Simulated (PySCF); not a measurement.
Molecule: `C[C@H](F)CF`, C$_{3}$H$_{6}$F$_{2}$.

Bonds (- single, = double, # triple, : aromatic): C1-C2, C2-F3, C2-C4, C4-F5. C1 carries H6, H7, H8; C2 carries H9; C4 carries H10, H11. Stereochemistry as in C[C@H](F)CF. H11 is pro-R; H10 is pro-S.

Frames of a GFN2-xTB Langevin trajectory at 300 K; GIAO PBE0/pcSseg-1 shieldings in PySCF 2.14, gas phase, non-relativistic; equivalent atoms averaged within each frame.

Chemical shifts δ = σref − σ; $^{13}$C (186.93 ppm), $^{1}$H (31.72 ppm) against TMS; CFCl3 for $^{19}$F (170.95 ppm), all at this level. The references are static minima.

Question: How do the shifts (ppm) fluctuate along the trajectory?

Answer: 
```tsv
time (fs)	C4	C2	C1	F3	F5	H11	H9	H10	H6/H7/H8
optimised geometry	88.2	90.6	21.2	-225.1	-263.6	4.99	4.93	4.39	1.48
250	90.8	90.0	24.0	-218.0	-262.7	6.34	5.22	4.36	1.93
425	95.2	92.0	19.8	-215.4	-254.5	5.25	5.23	5.12	1.65
625	82.6	92.1	23.2	-215.4	-271.0	4.24	5.26	3.38	2.06
800	88.4	86.1	12.9	-241.9	-261.4	5.09	5.12	5.01	0.89
1000	95.3	97.2	29.5	-176.8	-232.0	5.38	6.02	4.96	2.47
mean of frames	90.5	91.5	21.9	-213.5	-256.3	5.26	5.37	4.57	1.80
standard deviation	5.3	4.0	6.1	23.4	14.8	0.75	0.37	0.73	0.59
```

5 frames give an uncertainty of the mean of about the standard deviation over 2.2 at best, since frames this close in time may not be independent; classical motion lacks zero-point vibration, and the reference would need the same averaging.
